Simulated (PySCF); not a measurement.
## A thermochemical cycle for LiH

CCSD(T) in PySCF with def2-SVPD on every atom, for the lowest determinant that a PBE0 search found; no spin–orbit coupling. LiH, a singlet (closed shell), has De = 2.38 eV to neutral atoms, and LiH⁺, a doublet (σ ↑), has De = 0.11 eV to Li⁺ + H.

The adiabatic ionisation energy of LiH, between the minima, is 7.52 eV.

Q: Which ionisation energy of the Li atom does this level give?

A: IE(Li) = IE(molecule) + De(ion) − De(neutral) = 7.52 + 0.11 − 2.38 = 5.25 eV; the measured value is 5.392 eV (NIST ASD).

Correlated steps freeze no core orbitals. Weak bonds: LiH⁺. Basis-set superposition, not corrected here, can be much of De in a small basis, most of all at correlated wavefunction levels. For an ion De counts to the pair picked by the measured ionisation energies or electron affinities, which need not be the lowest pair at this level. Where the molecule has an RHF reference, its open-shell atoms are computed with UHF. States were picked by a PBE0 search and need not be the measured ground states.
